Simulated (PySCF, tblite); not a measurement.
Compound: C₅H₈.
Atom-mapped SMILES: `[CH3:1][CH2:2][CH:3]1[CH:4]=[CH:5]1` (hydrogens: H6, H7, H8 on C1; H9, H10 on C2; H11 on C3; H12 on C4; H13 on C5)

Computed geometry: GFN2-xTB, gas phase.

Task: Give the optimised bond lengths and angles.

Result: 
```csv
bond,length (Å),order
C1–C2,1.526,single
C2–C3,1.516,single
"C3–C4, C3–C5",1.500,single
C4=C5,1.299,double
"C1–H6, C1–H7, C1–H8",1.088,single
"C2–H9, C2–H10",1.093,single
C3–H11,1.089,single
"C4–H12, C5–H13",1.062,single
```

Bonds in one row agree within 0.01 Å and their mean is given. Orders are formal, as drawn. A selection of angles:
```csv
angle,degrees
C2–C1–H6,110.8
C2–C1–H7,110.3
H6–C1–H7,108.4
H6–C1–H8,108.6
C1–C2–C3,111.3
C1–C2–H9,109.3
C3–C2–H9,109.5
H9–C2–H10,107.8
C2–C3–C4,120.7
C2–C3–H11,113.1
C4–C3–C5,51.3
C4–C3–H11,118.5
C3–C4–C5,64.3
C3–C4–H12,145.5
C5–C4–H12,150.2
```

Torsions: C1–C2–C3–C4 86° (synclinal); C2–C3–C4–C5 107° (anticlinal); C2–C3–C5–C4 -106° (anticlinal). The mirror-image conformer, all signs reversed, is as good.

The 5 C–C bonds span 1.299 Å (C4=C5, drawn double) to 1.526 Å (C1–C2, drawn single), a spread of 0.227 Å. The 3-membered ring C3–C4–C5 has internal angles of 51.3° to 64.4°.

Point group: C1 (no symmetry element, even within 0.4 Å). Its GFN2-xTB frequencies are all real (lowest 71 cm⁻¹). The numbers are those of one conformer.
